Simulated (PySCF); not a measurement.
# Accurate constants of CF+, step by step

What constants does extrapolated CCSD(T) give for CF+, and what does each step add?

Method: CCSD(T) on RHF, no relativity in the base curves; scalar relativity is added as a correction; program: PySCF 2.14.0.

2 further runs of the same task are left out: 2 set aside as unsound or not needed.

## 1. The job

```
molecule             : CF+
state                : singlet, unpaired electrons none
smaller basis        : C aug-cc-pVTZ, F aug-cc-pVTZ
larger basis         : C aug-cc-pVQZ, F aug-cc-pVQZ
frozen core orbitals : 2
extrapolation        : correlation as n⁻³ (n = 3, 4), Hartree–Fock as (n+1)·exp(−9√n)
corrections          : core–valence correlation, scalar relativity
distances (Å)        : 1.0196, 1.0660, 1.1123, 1.1586, 1.2050, 1.2629, 1.3209
masses (u)           : 12.0000, 18.9984
dissociation limit   : C+ + F
```

Command:

```console
$ OMP_NUM_THREADS=4 python comp.py task.json out
```

## 2. The runs

Before running it: what results should come out? Wanted: for each run, Re; ωe; ωexe; αe; De.

The runs gave:

| level | Re (Å) | ωe (cm⁻¹) | ωexe (cm⁻¹) | αe (cm⁻¹) | De (eV) |
| --- | --- | --- | --- | --- | --- |
| CCSD(T)/aug-cc-pVTZ(-PP) | 1.1628 | 1775.5 | 12.9 | 0.0183 | 7.709 |
| CCSD(T)/aug-cc-pVQZ(-PP) | 1.1580 | 1784.8 | 12.8 | 0.0185 | 7.827 |
| HF/CBS | 1.1293 | 1977.1 | 12.4 | 0.0173 | 5.499 |
| MP2/CBS | 1.1526 | 1823.6 | 11.9 | 0.0179 | 8.295 |
| CCSD/CBS | 1.1495 | 1842.5 | 12.4 | 0.0180 | 7.620 |
| CCSD(T)/CBS | 1.1561 | 1791.4 | 12.9 | 0.0186 | 7.893 |
| CCSD(T)/CBS+CV | 1.1539 | 1799.2 | 13.0 | 0.0187 | 7.922 |
| CCSD(T)/CBS+CV+SR | 1.1539 | 1797.7 | 13.0 | 0.0187 | 7.918 |

The last step gives Re = 1.1539 Å, ωe = 1797.7 cm⁻¹ and De = 7.918 eV; the smaller basis alone is off from it by +8.9 mÅ and -0.21 eV. Near the minimum the mean field binds by 5.46 eV and correlation adds 2.44 eV of binding. T1 is 0.021, large enough to doubt a single reference. Spin–orbit coupling and excitations beyond (T) are left out.
